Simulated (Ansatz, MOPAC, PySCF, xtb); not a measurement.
Dimer: C2H2 (SMILES C#C) (first 4 atoms) with H2O (SMILES O); geometry from S66by8 set.
(charge 0, multiplicity 1):
```xyz
7

C     -1.24440     0.05168     0.04047
H     -0.17853     0.02131     0.01587
C     -2.45628     0.08543     0.06784
H     -3.51681     0.11578     0.09244
O      2.60853    -0.08566    -0.06768
H      3.17889    -0.67543     0.42934
H      3.18053     0.26533    -0.75306
```

Counterpoise-corrected where a basis set is named; no monomer relaxation.

Cores are frozen in the correlated methods. Rows in 6-31G* carry no dispersion term and start afresh at each structure (6-31G* with six Cartesian d functions). The state that PM6 reach isn't checked.

Codes used: Ansatz (Gaussian orbitals); MOPAC for PM6 (differences of heats of formation); PySCF for 6-31G* rows, the dispersion terms; xtb for the GFN methods. 

```csv
level,interaction energy (meV)
GFN-FF,-40.8
PM6,-40.4
r2SCAN-D3(BJ)/def2-TZVPPD,-82.8
r2SCAN-D4/def2-TZVPPD,-82.4
B3LYP/6-31G*,-86.3
PBE0-D3(BJ)/def2-TZVPPD,-91.0
wB97X-V/def2-TZVPPD,-87.8
SCS-MP2/aug-cc-pVTZ,…
CCSD/aug-cc-pVDZ,-81.0
```

What belongs in the gaps?


- SCS-MP2/aug-cc-pVTZ, interaction energy (meV): -79.3

Ansatz is a first-principles code.
